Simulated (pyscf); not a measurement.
A first-order saddle from PySCF, ωB97X-D3(BJ)/def2-SVP:

```
Si
N 1 1.6191
H 2 1.0216 1 115.48
H 1 1.4968 2 155.32 3 0.01
H 4 1.2996 1 75.43 2 -0.01
```

Surface: singlet, charge 0. Lowest wavenumbers (cm⁻¹): 1711i, 425, 522, 825, 887.

### Question
Which two sides does it connect, and which bonds change?

### Answer
HN=SiH₂ (SMILES N=[SiH2]) ⇌ HN=Si: (SMILES N=[Si]) [singlet] + H₂ (SMILES [H][H]), a 1,1-elimination read from left to right: H–Si, H–Si broken and H–H formed. At ωB97M-D3(BJ)/def2-TZVP it lies +330.4 kJ/mol from the left side and +318.9 kJ/mol from the right (each side as separated species at their lowest minima found). HN=SiH₂ lies 76.0 kJ/mol over its isomer H₂N–SiH: [singlet] (electronic energy, ωB97M-D3(BJ)/def2-TZVP). One saddle was located; it need not be the lowest between these sides.
